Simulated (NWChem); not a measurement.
Program: NWChem. System: butadiene (C$_{4}$H$_{6}$), charge 0, spin multiplicity 1, at a geometry optimised with PBE0/def2-SVP. Level: MP2/def2-TZVP, 4 core orbitals frozen.

NWChem printed:

```
             Northwest Computational Chemistry Package (NWChem) 7.3.0
             --------------------------------------------------------

                                NWChem Input Module
                                -------------------

 Scaling coordinates for geometry "geometry" by  1.889725989
 (inverse scale =  0.529177249)

 Turning off AUTOSYM since
 SYMMETRY directive was detected!

                             Geometry "geometry" -> ""
                             -------------------------

 Output coordinates in angstroms (scale by  1.889725989 to convert to a.u.)

  No.       Tag          Charge          X              Y              Z
 ---- ---------------- ---------- -------------- -------------- --------------
    1 C                    6.0000    -1.72799500    -0.66281400     0.00000000
    2 C                    6.0000    -0.70006200     0.19731400     0.00000000
    3 C                    6.0000     0.70006200    -0.19731400     0.00000000
    4 C                    6.0000     1.72799500     0.66281400     0.00000000
    5 H                    1.0000    -1.56324200    -1.74505600     0.00000000
    6 H                    1.0000    -2.76431700    -0.31690100     0.00000000
    7 H                    1.0000    -0.90226900     1.27546700     0.00000000
    8 H                    1.0000     0.90226900    -1.27546700     0.00000000
    9 H                    1.0000     2.76431700     0.31690100     0.00000000
   10 H                    1.0000     1.56324200     1.74505600     0.00000000

 Effective nuclear repulsion energy (a.u.)     103.4646516301

            Nuclear Dipole moment (a.u.)
            ----------------------------
        X                 Y               Z
 ---------------- ---------------- ----------------
     0.0000000000    -0.0000000000     0.0000000000

      Symmetry information
      --------------------

 Group name             C2h
 Group number             21
 Group order               4
 No. of unique centers     5

      Symmetry unique atoms

     1    2    5    6    7


 Summary of "ao basis" -> "" (spherical)
 ------------------------------------------------------------------------------
       Tag                 Description            Shells   Functions and Types
 ---------------- ------------------------------  ------  ---------------------
 *                         def2-tzvp                  on all atoms

 Summary of "ao basis" -> "ao basis" (spherical)
 ------------------------------------------------------------------------------
       Tag                 Description            Shells   Functions and Types
 ---------------- ------------------------------  ------  ---------------------
 C                         def2-tzvp                11       31   5s3p2d1f
 H                         def2-tzvp                 4        6   3s1p

                                 NWChem SCF Module
                                 -----------------

  ao basis        = "ao basis"
  functions       =   160
  atoms           =    10
  closed shells   =    15
  open shells     =     0
  charge          =   0.00
  wavefunction    = RHF
  use symmetry    = T
  symmetry adapt  = T

 Summary of "ao basis" -> "ao basis" (spherical)
 ------------------------------------------------------------------------------
       Tag                 Description            Shells   Functions and Types
 ---------------- ------------------------------  ------  ---------------------
 C                         def2-tzvp                11       31   5s3p2d1f
 H                         def2-tzvp                 4        6   3s1p

      Symmetry analysis of basis
      --------------------------

        ag         57
        au         23
        bg         23
        bu         57

 Forming initial guess at       0.1s

      Superposition of Atomic Density Guess
      -------------------------------------

 Sum of atomic energies:        -153.68416801

      Non-variational initial energy
      ------------------------------

 Total energy =    -156.182853
 1-e energy   =    -408.833845
 2-e energy   =     149.186340
 HOMO         =      -0.283164
 LUMO         =      -0.050267

      Symmetry analysis of molecular orbitals - initial
[...]
   Bfn.  Coefficient  Atom+Function         Bfn.  Coefficient  Atom+Function
  ----- ------------  ---------------      ----- ------------  ---------------
     8      0.220109   1 C  pz              101     -0.220109   4 C  pz
    11      0.215734   1 C  pz              104     -0.215734   4 C  pz
    14      0.170133   1 C  pz              107     -0.170133   4 C  pz
    39      0.164747   2 C  pz               42      0.165079   2 C  pz
    70     -0.164747   3 C  pz               73     -0.165079   3 C  pz

 Vector   16  Occ=0.000000D+00  E= 1.048787D-01  Symmetry=au
              MO Center=  1.8D-15, -7.9D-18,  4.9D-15, r^2= 4.9D+00
   Bfn.  Coefficient  Atom+Function         Bfn.  Coefficient  Atom+Function
  ----- ------------  ---------------      ----- ------------  ---------------
    14      0.567069   1 C  pz              107      0.567069   4 C  pz
    45     -0.374084   2 C  pz               76     -0.374084   3 C  pz
     8      0.204459   1 C  pz              101      0.204459   4 C  pz
    11      0.166922   1 C  pz              104      0.166922   4 C  pz
    39     -0.160043   2 C  pz               70     -0.160043   3 C  pz

 Vector   17  Occ=0.000000D+00  E= 1.673092D-01  Symmetry=bu
              MO Center=  1.4D-13, -1.7D-13,  3.2D-16, r^2= 8.9D+00
   Bfn.  Coefficient  Atom+Function         Bfn.  Coefficient  Atom+Function
  ----- ------------  ---------------      ----- ------------  ---------------
   139      1.847134   7 H  s               145     -1.847134   8 H  s
    36     -1.653298   2 C  s                67      1.653298   3 C  s
   127     -1.457794   5 H  s               157      1.457794  10 H  s
     5      0.779815   1 C  s                98     -0.779815   4 C  s
    13     -0.561695   1 C  py              106     -0.561695   4 C  py

 Vector   18  Occ=0.000000D+00  E= 1.752756D-01  Symmetry=ag
              MO Center= -1.8D-14,  2.6D-13,  3.3D-17, r^2= 1.1D+01
   Bfn.  Coefficient  Atom+Function         Bfn.  Coefficient  Atom+Function
  ----- ------------  ---------------      ----- ------------  ---------------
     5      3.848520   1 C  s                98      3.848520   4 C  s
    44      2.621554   2 C  py               75     -2.621554   3 C  py
   139     -2.312321   7 H  s               145     -2.312321   8 H  s
   133     -1.287926   6 H  s               151     -1.287926   9 H  s
   127     -1.231757   5 H  s               157     -1.231757  10 H  s

 center of mass
 --------------
 x =  -0.00000000 y =  -0.00000000 z =   0.00000000

 moments of inertia (a.u.)
 ------------------
          75.341385193233        -103.981023003893           0.000000000000
        -103.981023003893         376.370126219444           0.000000000000
           0.000000000000           0.000000000000         451.711511412677

  Mulliken analysis of the total density
  --------------------------------------

    Atom       Charge   Shell Charges
 -----------   ------   -------------------------------------------------------
    1 C    6     6.27   0.85  1.12  0.50  0.60  0.13  1.22  1.29  0.48  0.02  0.05  0.01
    2 C    6     6.11   0.85  1.12  0.50  0.58  0.10  1.23  1.33  0.28  0.02  0.08  0.01
    3 C    6     6.11   0.85  1.12  0.50  0.58  0.10  1.23  1.33  0.28  0.02  0.08  0.01
    4 C    6     6.27   0.85  1.12  0.50  0.60  0.13  1.22  1.29  0.48  0.02  0.05  0.01
    5 H    1     0.87   0.26  0.50  0.09  0.02
    6 H    1     0.87   0.26  0.49  0.09  0.02
    7 H    1     0.88   0.26  0.50  0.10  0.02
    8 H    1     0.88   0.26  0.50  0.10  0.02
    9 H    1     0.87   0.26  0.49  0.09  0.02
   10 H    1     0.87   0.26  0.50  0.09  0.02

       Multipole analysis of the density wrt the origin
       ------------------------------------------------

     L   x y z        total         open         nuclear
     -   - - -        -----         ----         -------
     0   0 0 0     -0.000000      0.000000     30.000000

     1   1 0 0      0.000000      0.000000      0.000000
     1   0 1 0     -0.000000      0.000000     -0.000000
     1   0 0 1      0.000000      0.000000      0.000000

     2   2 0 0    -17.340713      0.000000    226.802469
     2   1 1 0      0.050241      0.000000     60.682302
     2   1 0 1     -0.000000      0.000000      0.000000
     2   0 2 0    -17.003023      0.000000     54.580104
     2   0 1 1     -0.000000      0.000000      0.000000
     2   0 0 2    -22.136259      0.000000      0.000000

                   NWChem MP2 Semi-direct Energy/Gradient Module
                   ---------------------------------------------

  Basis functions       =    160
  Molecular orbitals    =    160
  Frozen core           =      4
  Frozen virtuals       =      0
  Active alpha occupied =     11
  Active beta occupied  =     11
  Active alpha virtual  =    145
  Active beta virtual   =    145
  Use MO symmetry       = T
  Use skeleton AO sym   = T

  AO/Fock/Back tols     =   1.0D-09  1.0D-09  1.0D-09

 GA uses MA = F    GA memory limited = T

 Available:
  local mem=  1.26D+08
 global mem=  1.44D+08
 local disk=  0.00D+00
  mp2_memr nvloc                   145
  nvloc new                   145
   1 passes of  11:        5242880                     131942                  67641494.
   1 passes of  11: M    126139317           G      144128000           F     120896437.

 Semi-direct pass number   1 of   1  for RHF alpha+beta  at        8.6s
  vrange nnbf                 12465
  mp2_eaftype                   258  avail_ma_in_mb                  1099
 EAF : mp2_eaftype filesize         258   33820747.
  mp2_eaf for mointskh                    258
Node 0 wrote    159.1 Mb in      0.1 s     Agg I/O rate:  1219.6 Mb/s
 Done moints_semi at       23.2s
  mp2_eaftype                   258  avail_ma_in_mb                   841
 EAF : mp2_eaftype filesize         258   33820747.
  mp2_eaf for kh                   258
 Done maket at       24.1s
 Done multipass loop at       24.1s

          -------------------------------------------
          SCF energy                -154.978716599923
          Correlation energy          -0.633414572053
          Singlet pairs               -0.414539917731
          Triplet pairs               -0.218874654322
          Total MP2 energy          -155.612131171975
          -------------------------------------------

          ---------------------------------------------------
                    Spin Component Scaled (SCS) MP2
          Same spin pairs                     -0.145916436214
          Same spin scaling factor             0.333333333333
          Opposite spin pairs                 -0.487498135838
          Opposite spin scaling fact.          1.200000000000
          SCS-MP2 correlation energy          -0.633636575077
          Total SCS-MP2 energy              -155.612353175000
          ---------------------------------------------------

 -----------------------
 Performance information
 -----------------------

 Timer overhead =  1.74D-07 seconds/call

               Nr. of calls         CPU time (s)                 Wall time (s)                GFlops
             ---------------    -------------------     ------------------------------   -------------------
Name         Min   Avg   Max    Min     Avg     Max     Min     Avg     Max   Mx/calls   Min     Max     Sum
mp2: moin     1     1     1    15.     15.     15.      15.     15.     15.     15.      0.0     0.0     0.0
mp2: make     1     1     1   0.85    0.85    0.85     0.85    0.85    0.85    0.85      0.0     0.0     0.0
mp2: tota     1     1     1    16.     16.     16.      16.     16.     16.     16.      0.0     0.0     0.0

 The average no. of pstat calls per process was 3.00D+00
 with a timing overhead of 5.21D-07s

 Task  times  cpu:       24.0s     wall:       24.0s

 Total times  cpu:       24.1s     wall:       24.1s
```

**Question.** Write an NWChem input that would produce this output.

**Answer.** This is not unique; one that fits is 
```
start mol
memory heap 200 mb stack 900 mb global 1100 mb
geometry units angstroms nocenter noautoz
  C     -1.727995    -0.662814     0.000000
  C     -0.700062     0.197314     0.000000
  C      0.700062    -0.197314     0.000000
  C      1.727995     0.662814     0.000000
  H     -1.563242    -1.745056     0.000000
  H     -2.764317    -0.316901     0.000000
  H     -0.902269     1.275467     0.000000
  H      0.902269    -1.275467     0.000000
  H      2.764317     0.316901     0.000000
  H      1.563242     1.745056     0.000000
  symmetry group C2h
end
basis spherical
  * library def2-tzvp
end
scf
  rhf
  nopen 0
  maxiter 100
  thresh 1e-7
  semidirect memsize 60000000 filesize 0
end
mp2
  freeze core 4
end
task mp2 energy
```
